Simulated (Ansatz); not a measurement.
**CH₅N₂+: basis-set convergence**

One table from this session's results is given with a row withheld; the runs are named, their logs left out.

Program: Ansatz 0.2.0, Gaussian basis. Level of theory: one geometry, several basis sets. These are calculated values, not measurements.

The runs, in order: PBE0-D4/def2-SVP; ωB97M-V/def2-SVP; PBE0-D4/def2-QZVPP; ωB97M-V/def2-QZVPP; CCSD(T)/cc-pV(D+d)Z; CCSD(T)/cc-pV(T+d)Z; CCSD(T)/cc-pV(Q+d)Z; the functionals' def2-TZVPP values are taken from earlier runs.

## Structure used throughout

The geometry comes from an earlier relaxation with PBE0-D4 in a triple-zeta def2 set; it is a stationary point, not always the lowest conformer.

SMILES `NC=[NH2+]`, 8 atoms, charge 1, spin multiplicity 1.

Atoms are counted from 1 here; the program's logs count them from 0.

Bond lengths: N1–C2 1.304 Å, N1–H4 1.010 Å, N1–H5 1.009 Å, C2–N3 1.304 Å, C2–H6 1.086 Å, N3–H7 1.009 Å, N3–H8 1.010 Å. Angles: C2–N1–H4 123.0°, C2–N1–H5 119.9°, H4–N1–H5 117.1°, N1–C2–N3 125.4°, N1–C2–H6 117.3°, N3–C2–H6 117.3°, C2–N3–H7 119.9°, C2–N3–H8 123.0°, H7–N3–H8 117.1°.

Set-up of the first run:

The input, in.yaml:

```yaml
crystal:
  periodic: [false, false, false]
  atoms:
    - {symbol: N, position_ang: [-0.527853, 0.788767, -0.685615]}
    - {symbol: C, position_ang: [-0.031957, 0.209335, 0.371852]}
    - {symbol: N, position_ang: [0.553234, -0.955628, 0.389295]}
    - {symbol: H, position_ang: [-0.499907, 0.372804, -1.606005]}
    - {symbol: H, position_ang: [-0.964208, 1.694423, -0.604491]}
    - {symbol: H, position_ang: [-0.112815, 0.740563, 1.315269]}
    - {symbol: H, position_ang: [0.908239, -1.326868, 1.257253]}
    - {symbol: H, position_ang: [0.675258, -1.523387, -0.437557]}
basis:
  gaussian: {orbitals: def2-SVP}
total_charge: 1
hamiltonian: {xc: pbe0, dispersion: d4}
output: {orbitals: {seedname: orbitals}}
```

Run with:

```console
ansatz run in.yaml --threads 2 --pin off --events-out ev --progress --plain --max-ram 32768MiB --backend cpu
```

Steps of the session up to this table: PBE0-D4 in def2-SVP; ωB97M-V in def2-SVP; PBE0-D4 in def2-QZVPP; ωB97M-V in def2-QZVPP.

One table of the session follows, with a row left open; its other results are not shown here.

It belongs to the step «Functionals by basis». 

```
functional       basis  HOMO (eV)  LUMO (eV)
   PBE0-D4    def2-SVP     -14.36      -6.03
   PBE0-D4  def2-TZVPP          ?          ?
   PBE0-D4  def2-QZVPP     -14.40      -6.22
   ωB97M-V    def2-SVP     -16.64      -3.66
   ωB97M-V  def2-TZVPP     -16.67      -3.86
   ωB97M-V  def2-QZVPP     -16.68      -3.94
```

Q: Estimate the row for PBE0-D4, def2-TZVPP from the others.

As computed: HOMO (eV): -14.38; LUMO (eV): -6.16. In the column «HOMO (eV)» it lies between PBE0-D4, def2-QZVPP (-14.40) and PBE0-D4, def2-SVP (-14.36).
